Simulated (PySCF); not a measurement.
**Two-dimensional NMR puzzle**

Compound of formula C5H6. Correlations simulated from computed shifts and the bond graph:

HSQC (one-bond C–H):
| δH | δC |
| --- | --- |
| 6.78 | 159.5 |
| 2.19 | 59.7 |
| 1.97 | 20.0 |
| 1.67 | 59.7 |

COSY cross peaks (H two or three bonds apart, from the bond graph; peaks can be absent where the dihedral angle is near 90°):
| δH | δH |
| --- | --- |
| 6.78 | 1.97 |
| 2.19 | 1.97 |
| 2.19 | 1.67 |
| 1.97 | 1.67 |

HMBC (two and three bonds, from the bond graph):
| δH | δC |
| --- | --- |
| 6.78 | 159.5, 59.7, 20.0 |
| 2.19 | 159.5, 20.0 |
| 1.97 | 159.5, 59.7, 20.0 |
| 1.67 | 159.5, 20.0 |

- geometry: PBE0-D3(BJ)/def2-TZVP
- NMR shieldings at PBE0/pcSseg-2/GIAO
- run in PySCF
- no solvent, relativity neglected, fast rotation and ring inversion assumed for equivalent nuclei, single conformer

References, each an isolated molecule treated in the same way: TMS for 1H (σ = 31.52 ppm) and 13C (σ = 186.03 ppm).

Exchangeable hydrogens are left out of these lists.

Problem. Which molecule is this?

Solution. `C1=C[C@H]2[C@@H]1C2`.

Numbering as in the mapped SMILES `[CH:1]1=[CH:2][C@@H:3]2[CH2:4][C@H:5]12`; H(Xn) means a hydrogen on atom n. Ha(C4) is cis to C1 on the ring; Hb(C4) is trans to C1 on the ring.

δC 159.5 is C1/C2, an alkene CH (δH 6.78). δC 59.7 is C4, a three-membered-ring carbon (δH 2.19, 1.67). δC 20.0 is C3/C5, a three-membered-ring carbon (δH 1.97). COSY links 6.78–1.97, 2.19–1.97, 2.19–1.67, 1.97–1.67.

Shifts are as computed. Against solution values, carbons near 30 ppm lie about +3 ppm off and those near 130 ppm about +9 ppm. Of 1211 compounds with measured shifts, 218 miss one by over three times the rms of a fit or turn the order of signals round; such compounds aren't used in these exercises.
